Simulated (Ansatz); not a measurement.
## Extrapolating CCSD(T) to the basis-set limit: PH (SMILES [PH])

PH: 2 atoms, total charge 0, spin state triplet. As SMILES, `[PH]`. The shape is that of a PBE0-D4/def2-TZVP optimisation.

```xyz
2

P     0.0000    0.0000   -0.0146
H     0.0000    0.0000    1.4137
```

CCSD(T) energies, 5 core orbitals frozen (Ansatz 0.2.0):

| basis | X | functions | Hartree–Fock (Eh) | correlation (Eh) |
| --- | --- | --- | --- | --- |
| cc-pVDZ | 2 | 23 | -341.286145 | -0.106766 |
| cc-pVTZ | 3 | 48 | -341.297700 | -0.134738 |

The correlation energy converges as X⁻³, the Hartree–Fock energy about exponentially.

Task: Extrapolate to the complete basis.

Result: 
1. Correlation: E(∞) = (3³ E(3) − 2³ E(2))/(3³ − 2³) = (27 × (-0.134738) − 8 × (-0.106766))/19 = -0.146516 Eh.
2. Hartree–Fock: take the larger basis, -341.297700 Eh; it moved by -11.56 mEh in the last step.
3. Total: -341.297700 + (-0.146516) = -341.444216 Eh.
4. cc-pVTZ holds 92.0 % of the extrapolated correlation energy, cc-pVDZ 72.9 %.

This is an estimate of the method's limit, not an exact energy. Double-zeta sets lie outside the range where X⁻³ holds well, so a D–T extrapolation is rough.
